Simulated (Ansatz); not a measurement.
The same path of H2 + H6Si2 (10 atoms, charge 0, multiplicity 1) was run twice with different band settings. Lost on the way: Si1–Si2, H9–H10. Made: Si1–H9, Si2–H10.

All numbers below come from RKS PBE0/def2-SVP (Ansatz).

Relaxed end points:

```xyz
10
Properties=species:S:1:pos:R:3
Si 0.376 0.010 0.174
Si 0.422 0.006 2.520
H -0.967 -0.090 3.070
H 1.213 -1.163 3.018
H 1.053 1.264 3.028
H 1.773 0.067 -0.357
H -0.377 1.199 -0.333
H -0.281 -1.232 -0.339
H -3.180 0.087 0.420
H -3.165 -0.149 1.143
```

```xyz
10
Properties=species:S:1:pos:R:3
Si -0.440 0.170 -0.867
Si -0.187 -0.171 3.336
H -0.635 -0.534 4.712
H 0.808 -1.173 2.854
H 0.438 1.185 3.356
H 0.543 0.828 0.047
H -0.052 0.438 -2.284
H -0.438 -1.302 -0.619
H -1.804 0.720 -0.611
H -1.366 -0.162 2.419
```

Common settings: movable images 9; climbing image yes; spring 5.0 eV/Å²; optimiser quadratic models (default); force threshold 0.05 eV/Å; iteration limit 60; end points relaxed.

| run | start path |
| --- | --- |
| 1 | through a guess of the saddle point |
| 2 | straight line |

What does each run give, and how far can it be trusted?

Run 1: converged after 21 iterations, highest image 2.953 eV above the first end. Neighbouring images differ by up to 1.7 eV, so the band resolves the path poorly. A vibrational analysis at the climbing image gives one clearly imaginary mode, 1639i cm⁻¹: a first-order saddle point.
Run 2: converged after 29 iterations, highest image 2.950 eV above the first end. Neighbouring images differ by up to 1.9 eV, so the band resolves the path poorly. Another band between the same ends (9 images) ends at a top of the same energy, where a vibrational analysis finds 1 clearly imaginary mode.
The orbitals stay closed-shell, which can raise the energy where a bond breaks towards radicals; this wasn't checked here.
